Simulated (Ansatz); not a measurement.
# Al(NH2)3 (AlN₃H₆): geometry, orbitals and charge

Aim: characterise Al(NH2)3 (AlN₃H₆) as a singlet: its structure, frontier levels and distribution of charge.

The runs use Ansatz 0.2.0, Gaussian basis; RKS PBE0-D4/def2-TZVP.

Plan: relaxation at r2SCAN-D4/def2-SVP; a search for the lowest solution at PBE0-D4/def2-SVP; a single point at PBE0-D4/def2-TZVP.

**1. The starting structure**

10 atoms, charge 0, spin multiplicity 1.

Atoms are counted from 1 here; the program's logs count them from 0.

Bond lengths: Al1–N2 1.780 Å, Al1–N5 1.780 Å, Al1–N8 1.780 Å, N2–H3 1.010 Å, N2–H4 1.010 Å, N5–H6 1.010 Å, N5–H7 1.010 Å, N8–H9 1.009 Å, N8–H10 1.010 Å. Angles: N2–Al1–N5 119.9°, N2–Al1–N8 120.1°, N5–Al1–N8 120.0°, Al1–N2–H3 125.6°, Al1–N2–H4 125.4°, H3–N2–H4 109.0°, Al1–N5–H6 125.7°, Al1–N5–H7 125.2°, H6–N5–H7 109.1°, Al1–N8–H9 125.6°, Al1–N8–H10 125.3°, H9–N8–H10 109.0°.

The start is a GFN2-xTB geometry.

**2. Relaxation at r2SCAN-D4/def2-SVP**

Input file in.yaml:

```yaml
crystal:
  periodic: [false, false, false]
  atoms:
    - {symbol: Al, position_ang: [-0.000220, -0.001430, -0.001680]}
    - {symbol: N, position_ang: [1.779860, -0.007290, -0.008250]}
    - {symbol: H, position_ang: [2.364320, -0.830600, -0.012710]}
    - {symbol: H, position_ang: [2.367450, 0.813600, 0.000470]}
    - {symbol: N, position_ang: [-0.883030, 1.544420, 0.002200]}
    - {symbol: H, position_ang: [-1.887080, 1.649600, 0.024870]}
    - {symbol: H, position_ang: [-0.456070, 2.459150, -0.014810]}
    - {symbol: N, position_ang: [-0.897150, -1.538860, 0.003320]}
    - {symbol: H, position_ang: [-0.485010, -2.460210, 0.002650]}
    - {symbol: H, position_ang: [-1.903060, -1.628380, 0.003940]}
basis:
  gaussian: {orbitals: def2-SVP}
hamiltonian: {xc: r2scan, dispersion: d4}
scf: {omitted_lower_state_checks: [starts]}
output: {orbitals: {seedname: orbitals}}
relax: {f_tol: 0.02, max_steps: 100}
```

The run is started by

```sh
$ ansatz run in.yaml --threads 2 --pin off --events-out ev --progress --plain --max-ram 4352MiB
```

The runs that follow: Searching for the lowest solution, PBE0-D4/def2-SVP; Single point, PBE0-D4/def2-TZVP.

Before running them: what should the planned runs give, taken together? Wanted: point group; commonest bond, hydrogen aside; HOMO, LUMO at PBE0-D4/def2-TZVP; dipole at r2SCAN-D4/def2-SVP.

**Answer**, as computed:

| quantity | value |
| --- | --- |
| point group | D3 |
| commonest bond, hydrogen aside | Al–N, 3 of mean length 1.779 Å |
| HOMO, LUMO at PBE0-D4/def2-TZVP | -6.72, 0.27 eV |
| dipole at r2SCAN-D4/def2-SVP | 0.01 D |

What this shows: The molecule keeps its bonding pattern by the stored test; the atoms moved 0.16 Å (rms). No usable vibrations, so a minimum isn't proven.
